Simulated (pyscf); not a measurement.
PySCF, gas phase, ωB97X-D3(BJ)/def2-SVP geometries.

**Question.** HS–Ge(Cl)(Cl)–Cl + HCl → H₂S + Cl–Ge(Cl)(Cl)–Cl
Surface: singlet. Broken: Ge–S, Cl–H. Formed: H–S, Cl–Ge. Give ΔE‡ and ΔE from ωB97X-D3(BJ)/def2-TZVP, relative to the separated reactants.

**Answer.** ΔE‡ = 26.3 kcal/mol, ΔE = -3.5 kcal/mol. ωB97M-D3(BJ)/def2-TZVP gives 29.1 kcal/mol and -4.4 kcal/mol. Zero-point energy shifts the barrier by +0.1 kcal/mol. It is a four-centre exchange, with an imaginary mode of 702i cm⁻¹. One saddle was located; it need not be the lowest between these sides. Elements up to Kr have no core potential and no relativistic terms here.
